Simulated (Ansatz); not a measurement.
Relaxation of CH₆SSi (9 atoms, charge 0, multiplicity 1), to a largest force component of 0.03 eV/Å in at most 50 steps.

Method: Ansatz 0.2.0, RKS r2SCANh/6-31G*.

```xyz
9
Properties=species:S:1:pos:R:3
Si -1.346 -1.139 0.174
C 1.045 0.930 -0.113
S -0.189 -2.303 -0.876
H 1.181 -0.026 -0.603
H -2.377 -0.233 -0.392
H -1.319 -1.019 1.654
H 0.083 1.367 -0.403
H 1.084 0.804 0.972
H 1.837 1.619 -0.413
```

Problem. Where does it end, and by what steps?

Solution. The run converged. The force dipped under the threshold on the way, but the program's further checks kept it going. After 9 steps the energy has fallen by 0.130 eV; S3 moved furthest, 0.75 Å.

| step | energy less start (eV) | largest force component (eV/Å) | accepted |
| --- | --- | --- | --- |
| 0 | 0.0000 | 0.396 | yes |
| 1 | -0.0821 | 0.189 | yes |
| 2 | -0.1036 | 0.221 | yes |
| 3 | -0.1155 | 0.306 | yes |
| 4 | -0.1217 | 0.099 | yes |
| 5 | -0.1278 | 0.078 | yes |
| 6 | -0.1292 | 0.023 | yes |
| 7 | -0.1294 | 0.085 | yes |
| 8 | -0.1289 | 0.071 | no |
| 9 | -0.1298 | 0.023 | yes |

```xyz
9
Properties=species:S:1:pos:R:3
Si -1.371 -1.264 0.158
C 1.085 1.051 -0.104
S -0.710 -2.838 -0.786
H 1.423 0.211 -0.713
H -2.207 -0.196 -0.450
H -1.156 -0.984 1.601
H 0.114 1.403 -0.460
H 1.018 0.748 0.943
H 1.804 1.869 -0.189
```

Whether the end is a true minimum wasn't checked by a vibrational analysis.

Run time: 23 s on 2 threads of Arm Neoverse V2 (shared host), peak memory 0.15 GiB.
